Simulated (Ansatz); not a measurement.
Cost and result for the atomization energy of CH5FSi, SMILES `FC[SiH3]` (8 atoms, 7 bonds).

Total charge 0; spin multiplicity 1. The structure was optimised at the PBE0-D4/def2-TZVP level. Program: Ansatz. All runs use 2 threads of an Arm Neoverse V2 on a shared host. Times are those of one run each, without the atoms' runs, and a repeat can differ threefold. Electronic energies, without spin–orbit coupling; frozen cores. CCSD(T)/CBS adds CCSD(T) − MP2 in def2-TZVPP to the MP2 limit, and its time is that of the two runs behind it. T1 = 0.011.

CCSD(T)/CBS is a level of theory with its own doubt, some kJ/mol a heavy atom from the limit and from the frozen cores, so smaller differences don't rank the functionals.

```csv
level,functions,wall time
LDA (SPW92)/def2-TZVPP,174,0.85 s
CCSD(T)/def2-SVP,71,1.2 s
PBE0-D4/def2-TZVPP,174,1.7 s
PBE-D4/def2-TZVPP (with forces),174,2 s
BHLYP-D4/def2-TZVPP,174,2.3 s
r2SCANh-D4/def2-TZVPP,174,2.9 s
PBE-QIDH/def2-TZVPP,174,3.1 s
B2PLYP/def2-TZVPP,174,3.2 s
r2SCAN-D4/def2-TZVPP (with forces),174,3.5 s
ωB97X-V/def2-TZVPP,174,5.5 s
MP2/def2-QZVPP,334,10 s
CCSD(T)/def2-TZVPP,174,23 s
CCSD(T)/CBS(def2),–,33 s
```

**Question.** What atomization energy does each give, and how far from CCSD(T)/CBS? (Estimate.)

**Answer.** Computed: 
```json
{"level": "LDA (SPW92)/def2-TZVPP", "atomization (kJ/mol)": "2960.9", "difference from CCSD(T)/CBS": "332.7", "per bond": "47.5"}
{"level": "CCSD(T)/def2-SVP", "atomization (kJ/mol)": "2477.2", "difference from CCSD(T)/CBS": "-151.0", "per bond": "-21.6"}
{"level": "PBE0-D4/def2-TZVPP", "atomization (kJ/mol)": "2605.3", "difference from CCSD(T)/CBS": "-22.9", "per bond": "-3.3"}
{"level": "PBE-D4/def2-TZVPP (with forces)", "atomization (kJ/mol)": "2639.4", "difference from CCSD(T)/CBS": "11.2", "per bond": "1.6"}
{"level": "BHLYP-D4/def2-TZVPP", "atomization (kJ/mol)": "2565.9", "difference from CCSD(T)/CBS": "-62.3", "per bond": "-8.9"}
{"level": "r2SCANh-D4/def2-TZVPP", "atomization (kJ/mol)": "2609.1", "difference from CCSD(T)/CBS": "-19.1", "per bond": "-2.7"}
{"level": "PBE-QIDH/def2-TZVPP", "atomization (kJ/mol)": "2592.8", "difference from CCSD(T)/CBS": "-35.4", "per bond": "-5.0"}
{"level": "B2PLYP/def2-TZVPP", "atomization (kJ/mol)": "2596.6", "difference from CCSD(T)/CBS": "-31.6", "per bond": "-4.5"}
{"level": "r2SCAN-D4/def2-TZVPP (with forces)", "atomization (kJ/mol)": "2622.9", "difference from CCSD(T)/CBS": "-5.3", "per bond": "-0.8"}
{"level": "ωB97X-V/def2-TZVPP", "atomization (kJ/mol)": "2638.8", "difference from CCSD(T)/CBS": "10.6", "per bond": "1.5"}
{"level": "MP2/def2-QZVPP", "atomization (kJ/mol)": "2613.5", "difference from CCSD(T)/CBS": "-14.7", "per bond": "-2.1"}
{"level": "CCSD(T)/def2-TZVPP", "atomization (kJ/mol)": "2564.0", "difference from CCSD(T)/CBS": "-64.2", "per bond": "-9.2"}
{"level": "CCSD(T)/CBS(def2)", "atomization (kJ/mol)": "2628.2", "difference from CCSD(T)/CBS": "0.0", "per bond": "0.0"}
```

Leaving LDA and LC-ωPBE aside and taking each functional with its dispersion term where it has one, the values, not all of them listed here, spread over 75.4 kJ/mol, from BHLYP-D4 to CAM-B3LYP-D4. LDA lies +332.0 kJ/mol from PBE without D4, its usual overbinding. From PBE to PBE0 (25 % exact exchange), in def2-TZVPP and without D4, the atomization energy moves by −32.4 kJ/mol: exact exchange takes away binding that semilocal exchange gives to molecules. At CCSD(T), def2-SVP lies −151.0 kJ/mol from the extrapolated value and def2-TZVPP −64.2 kJ/mol: correlation converges slowly with the basis, and small sets miss more of it in the bonded molecule than in its fragments.
